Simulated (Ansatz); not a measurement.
**Zinc-blende AlAs: TA phonon frequency at L by level of theory**

No measured value is used here.

```csv
level (code),value (cm⁻¹),cell (Å³/atom)
LDA (Ansatz),(withheld),22.29
PBE (Ansatz),73,23.50
PBE-D3(BJ) (Ansatz),70,22.72
B3LYP (VWN-RPA form) (Ansatz),(withheld),23.57
HSE06 (Ansatz),78,22.93
PBE0 (Ansatz),78,22.90
```

Task: Complete the blanks.

Result: 
- LDA (Ansatz, an electronic-structure program), value (cm⁻¹): 71
- B3LYP (VWN-RPA form) (Ansatz), value (cm⁻¹): 85

PBE-D3(BJ): the dispersion coefficients are held fixed in the derivatives. Each level is taken at its own relaxed cell. K meshes differ between the levels. Ansatz's density-functional and Hartree–Fock values are scalar-relativistic unless marked +SOC, with PAW data made under PBE.
